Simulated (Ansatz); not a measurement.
# BH4+ (triplet): wave-function methods side by side at scale of all distances = 1.000, cc-pVDZ

Aim: climb from Hartree-Fock through coupled cluster and multireference methods for BH4+ (triplet) at one geometry and basis, and see what each rung misses.

The runs use Ansatz 0.2.0, Gaussian basis; cc-pVDZ, core rule «outside noble gas», up to 1 orbitals frozen.

To be run: UHF; CCSD(T) on ROHF; CCSD(T) on UHF; BCCD(T) on ROHF; CISD; CCSDT(Q) on ROHF; CCSDT(Q) on UHF; CASSCF and MRCISD+Q, 4 electrons in 4 orbitals; CASSCF and NEVPT2, 4 electrons in 4 orbitals; CASSCF and MRCISD+Q, 6 electrons in 8 orbitals; CASSCF and NEVPT2, 6 electrons in 8 orbitals; Full CI.

20 further runs of the same task are left out: 2 for a known fault of the program, 1 for a mislabelled method, 13 that didn't finish, 4 set aside as unsound or not needed.

### Step 1. The geometry

The geometry derives from a PBE0/def2-TZVP stationary point (not a proven minimum). All distances are scaled together.

5 atoms, charge 1, spin multiplicity 3.

Atoms are counted from 1 here; the program's logs count them from 0.

Bond lengths: B1–H2 1.256 Å, B1–H3 1.256 Å, B1–H4 1.256 Å, B1–H5 1.256 Å. Angles: H2–B1–H3 65.3°, H2–B1–H4 135.2°, H2–B1–H5 135.2°, H3–B1–H4 135.2°, H3–B1–H5 135.2°, H4–B1–H5 65.3°.

### Step 2. UHF

Input file in.yaml:

```yaml
crystal:
  periodic: [false, false, false]
  atoms:
    - {symbol: B, position_ang: [0.000000, 0.000000, 0.000000]}
    - {symbol: H, position_ang: [0.472475, 0.486295, 1.057304]}
    - {symbol: H, position_ang: [-0.485791, -0.470884, 1.058245]}
    - {symbol: H, position_ang: [-0.471913, 0.471402, -1.064277]}
    - {symbol: H, position_ang: [0.485229, -0.486813, -1.051272]}
basis:
  gaussian: {orbitals: cc-pVDZ}
total_charge: 1
magnetization: {spin_polarized: true, initial_magnetization: 2}
hamiltonian: {xc: hf}
output: {orbitals: {seedname: orbitals}}
```

Launch:

```console
> ansatz run in.yaml --threads 1 --pin off --events-out ev --progress --plain --max-ram 2393MiB
```

After this run come: CCSD(T) on ROHF; CCSD(T) on UHF; BCCD(T) on ROHF; CISD; CCSDT(Q) on ROHF; CCSDT(Q) on UHF; CASSCF and MRCISD+Q, 4 electrons in 4 orbitals; CASSCF and NEVPT2, 4 electrons in 4 orbitals; CASSCF and MRCISD+Q, 6 electrons in 8 orbitals; CASSCF and NEVPT2, 6 electrons in 8 orbitals; Full CI.

Before running them: what should the planned runs give, taken together? Wanted: FCI below the RHF energy; RMP2 from FCI; UMP2 from FCI; RCCSD from FCI; RCCSD(T) from FCI; UCCSD(T) from FCI; RCCSDT(Q) from FCI; UCCSDT(Q) from FCI; NEVPT2 pair from FCI.

The runs gave:

| quantity | value |
| --- | --- |
| FCI below the RHF energy | -3.2035 eV |
| RMP2 from FCI | +697.7 meV |
| UMP2 from FCI | +720.8 meV |
| RCCSD from FCI | +73.9 meV |
| RCCSD(T) from FCI | +15.8 meV |
| UCCSD(T) from FCI | +15.1 meV |
| RCCSDT(Q) from FCI | 0.0 meV |
| UCCSDT(Q) from FCI | -0.6 meV |
| NEVPT2 pair from FCI | +721.2 meV |
| MRCISD+Q pair from FCI | -12.1 meV |
| NEVPT2 valence from FCI | +434.5 meV |
| levels within 1 kcal/mol (43 meV) | RCCSD(T), UCCSD(T), BCCD(T), RCCSDT, UCCSDT, RCCSDT(Q), UCCSDT(Q), MRCISD+Q pair, MRCISD+Q valence |
| T1 diagnostic | 0.017 |
| effectively unpaired electrons | 2.02 |

In words: RCCSD(T) lands +15.8 meV from the yardstick (0.5 % of the correlation energy). MRCISD+Q pair falls below full CI: the +Q correction isn't variational, and the cores differ from full CI's. One determinant dominates. Of the multireference levels listed MRCISD+Q valence comes nearest in total energy (+6.1 meV), which doesn't show that its space is the better one. These misses are within one basis, not against nature; the frozen cores of restricted and unrestricted runs differ, which can shift their rows.
